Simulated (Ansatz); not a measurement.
`O=C(O)CS` → 2 C• + 4 H• + 2 O• + S•  (atomization)

Program: Ansatz. Geometries: PBE0-D4/def2-TZVP. ΔE: electronic, gas phase. CBS: MP2 limit from def2 TZ/QZ plus the TZ coupled-cluster correction, frozen cores. This one scheme is used for every species, atoms too. DFT in def2-TZVPP. No spin–orbit coupling; open shells (•) take unrestricted orbitals. Spin–orbit coupling would lower the free atoms: a little for C, O, S. Each species was taken in one conformer, which may not be the lowest.

`O=C(O)CS`:

```xyz
9

O    -0.127   -1.960   -0.132
C    -0.323   -0.786    0.002
O    -1.468   -0.186   -0.367
C     0.650    0.198    0.585
S     1.391    1.246   -0.695
H    -2.029   -0.870   -0.757
H     1.471   -0.359    1.033
H     0.170    0.815    1.345
H     0.266    1.904   -1.014
```

```
   species  LC-ωPBE energy (Eh)
`O=C(O)CS`           -627.13088
        C•            -37.82224
        H•             -0.50601
        O•            -75.04943
        S•           -397.99904
```

Work out ΔE.

ΔE = 4 × (-0.50601) + 2 × (-37.82224) + 2 × (-75.04943) + (-397.99904) − (-627.13088) = 1.36446 Eh = +856.2 kcal/mol. CCSD(T)/CBS gives +856.9 kcal/mol.

What do rigid-rotor, harmonic-oscillator terms from PBE0-D4/def2-TZVP frequencies (298.15 K, 1 bar) make of the CCSD(T)/CBS value? (Best estimate.)

Ansatz gave: ΔZPE = -39.2 kcal/mol, ΔH = +826.8 kcal/mol, ΔS = 945 J/(mol·K), ΔG = +759.5 kcal/mol. Open shells count their whole term as degenerate.

Largest T1 diagnostic among the species: 0.014.

Leaving LDA and LC-ωPBE aside and taking each functional with its dispersion term where it has one, the values, not all of them listed here, spread over 74.5 kcal/mol, from BHLYP-D4 to PBE-D4. LDA lies +128.4 kcal/mol from PBE without D4, its usual overbinding. In def2-TZVPP, CCSD(T) changes the Hartree–Fock value by +247.6 kcal/mol (the triples alone add +18.0 kcal/mol) and MP2 by +273.0 kcal/mol; breaking electron pairs costs correlation energy, which Hartree–Fock lacks. From PBE to PBE0 (25 % exact exchange), in def2-TZVPP and without D4, ΔE moves by −27.1 kcal/mol: exact exchange takes away binding that semilocal exchange gives to molecules.

For atomizations the MP2-based limit and the directly extrapolated one differ by several kJ/mol either way, and by 10 to 25 for some Ge, Se and Sn compounds, so smaller differences from it don't rank the levels.
